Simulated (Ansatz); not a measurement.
Relaxation of C2H4N (7 atoms, charge 0, multiplicity 2), to a largest force component of 0.02 eV/Å in at most 50 steps.

Computed with UKS PBE/def2-SVP in Ansatz 0.2.0.

```xyz
7
Properties=species:S:1:pos:R:3:forces:R:3
C -0.691 0.390 -0.352 0.03 -0.11 0.09
C 0.179 -0.513 0.411 -0.26 -0.30 0.21
N 1.415 -0.508 0.495 0.60 0.58 -0.41
H -1.388 0.869 0.335 -0.54 0.31 0.33
H -0.132 1.158 -0.895 0.36 0.42 -0.29
H -1.273 -0.199 -1.060 -0.47 -0.28 -0.43
H 1.891 -1.197 1.066 0.29 -0.62 0.50
```

Q: Where does it end, and by what steps?

A: It converged. After 5 steps the energy has fallen by 0.049 eV; N3 moved furthest, 0.04 Å.

```tsv
step	energy less start (eV)	largest force component (eV/Å)	accepted
0	0.0000	0.620	yes
1	-0.0417	0.292	yes
2	-0.0473	0.105	yes
3	-0.0480	0.176	yes
4	-0.0489	0.076	yes
5	-0.0490	0.005	yes
```

```xyz
7
Properties=species:S:1:pos:R:3
C -0.697 0.390 -0.353
C 0.210 -0.508 0.406
N 1.457 -0.500 0.496
H -1.416 0.875 0.339
H -0.137 1.176 -0.910
H -1.303 -0.203 -1.069
H 1.886 -1.231 1.090
```

Run time: 49 s on 1 thread of Intel(R) Xeon(R) Processor @ 2.50GHz (Skylake/Cascade Lake), with other jobs on the host, peak memory 0.14 GiB.
